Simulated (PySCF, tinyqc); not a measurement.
Worked calculation: G0W0 on RHF in the sto-3g basis, for CH+, spin multiplicity 1. The lowest restricted solution is unstable here: a spin-polarised one lies 0.0101 hartree lower (PySCF). One step of it, computed by the program tinyqc.

Task: G0W0 on Hartree-Fock: LUMO. W(p,q,m) = sqrt2 sum_ia (pq|ia) (X+Y)_ia,m; Sigma_c(x) = sum_(i,m) W^2/(x - e_i + w_m) + sum_(a,m) W^2/(x - e_a - w_m); solve x = e_p + Sigma_c(x) by Newton steps; Z = 1/(1 - dSigma/dx); 1 hartree = 27.211386 eV.

orbital energies (hartree): MO1 -11.695638, MO2 -1.220744, MO3 -0.846771, MO4 -0.281030, MO5 -0.281030, MO6 0.108615

Two-electron integrals over orbitals (pq|rs), unique and non-zero (hartree):
```
(11|11) 3.513027    (21|11) -0.311051   (21|21) 0.044662    (22|11) 0.764361
(22|21) -0.007927   (22|22) 0.599442    (31|11) 0.169875    (31|21) -0.020285
(31|22) 0.017636    (31|31) 0.024518    (32|11) -0.092892   (32|21) 0.009067
(32|22) 0.042469    (32|31) 0.011479    (32|32) 0.098405    (33|11) 0.759327
(33|21) -0.012763   (33|22) 0.517167    (33|31) -0.007580   (33|32) -0.055448
(33|33) 0.610784    (41|41) 0.021477    (42|41) 0.024933    (42|42) 0.102034
(43|41) -0.013483   (43|42) -0.043345   (43|43) 0.050081    (44|11) 0.852062
(44|21) -0.009658   (44|22) 0.568508    (44|31) 0.004997    (44|32) -0.049913
(44|33) 0.558660    (44|44) 0.672833    (51|51) 0.021477    (52|51) 0.024933
(52|52) 0.102034    (53|51) -0.013483   (53|52) -0.043345   (53|53) 0.050081
(54|54) 0.036269    (55|11) 0.852062    (55|21) -0.009658   (55|22) 0.568508
(55|31) 0.004997    (55|32) -0.049913   (55|33) 0.558660    (55|44) 0.600295
(55|55) 0.672833    (61|11) 0.133289    (61|21) -0.022780   (61|22) -0.006670
(61|31) -0.001851   (61|32) -0.015931   (61|33) 0.016391    (61|44) 0.003509
(61|55) 0.003509    (61|61) 0.021390    (62|11) -0.204911   (62|21) 0.003174
(62|22) -0.076080   (62|31) -0.013222   (62|32) 0.017996    (62|33) -0.028448
(62|44) -0.103932   (62|55) -0.103932   (62|61) 0.007467    (62|62) 0.097963
(63|11) -0.170807   (63|21) 0.004502    (63|22) -0.020043   (63|31) 0.004255
(63|32) 0.074283    (63|33) -0.084242   (63|44) -0.084727   (63|55) -0.084727
(63|61) -0.007056   (63|62) 0.064824    (63|63) 0.106307    (64|41) -0.009727
(64|42) -0.038245   (64|43) 0.000988    (64|64) 0.025675    (65|51) -0.009727
(65|52) -0.038245   (65|53) 0.000988    (65|65) 0.025675    (66|11) 0.652852
(66|21) -0.004234   (66|22) 0.562432    (66|31) 0.015335    (66|32) 0.090466
(66|33) 0.495193    (66|44) 0.480154    (66|55) 0.480154    (66|61) -0.008398
(66|62) 0.010932    (66|63) 0.060237    (66|66) 0.654297
```

excitation energies w (hartree): 0.643878  0.643878  1.112481  1.133335  1.133335  1.539268  11.457525  11.457525  11.846963

X + Y:
```
            1          2          3          4          5          6          7          8
1>4  0.002822  -0.000001   0.000000   0.000002  -0.008379   0.000000   0.000000   0.998122
1>5  0.000001   0.002822   0.000000  -0.008379  -0.000002   0.000000   0.998122   0.000000
1>6  0.000000   0.000000   0.002881   0.000000   0.000000  -0.001778   0.000000   0.000000
2>4  0.177003  -0.000094   0.000000  -0.000205   0.900752   0.000000   0.000000   0.000720
2>5  0.000094   0.177003   0.000000   0.900752   0.000205   0.000000   0.000720   0.000000
2>6  0.000000   0.000000  -0.293058   0.000000   0.000000   0.895298   0.000000   0.000000
3>4  0.927246  -0.000492   0.000000   0.000024  -0.103516   0.000000   0.000000  -0.000233
3>5  0.000492   0.927246   0.000000  -0.103516  -0.000024   0.000000  -0.000233   0.000000
3>6  0.000000   0.000000   0.892785   0.000000   0.000000   0.211209   0.000000   0.000000

             9
1>4   0.000000
1>5   0.000000
1>6   0.998195
2>4   0.000000
2>5   0.000000
2>6   0.000287
3>4   0.000000
3>5   0.000000
3>6  -0.000193
```

Give: The 12 largest terms at x = e_p; Newton steps; quasiparticle energy of the LUMO; Hartree-Fock value.

Result:

The 12 largest terms at x = e_p (hartree; W for the signs of X + Y given):
```
q  m       W       term
4  6  -0.157     -0.016
2  5   0.136      0.009
4  3  -0.064  -3.67e-03
3  1   0.055   2.48e-03
3  5  -0.062   2.29e-03
6  5  -0.049  -1.56e-03
2  1  -0.031   6.15e-04
2  8   0.035   1.01e-04
1  5   0.033   8.93e-05
6  1  -0.008  -6.69e-05
1  8   0.030   4.03e-05
3  8  -0.019   3.03e-05
```

Newton steps (hartree):
```
step       x  Sigma_c(x)      Z
0     -0.281      -0.007  0.978
1     -0.288      -0.007  0.978
2     -0.288      -0.007  0.978
```

quasiparticle energy of the LUMO = -7.826 eV

Hartree-Fock value = -7.647 eV
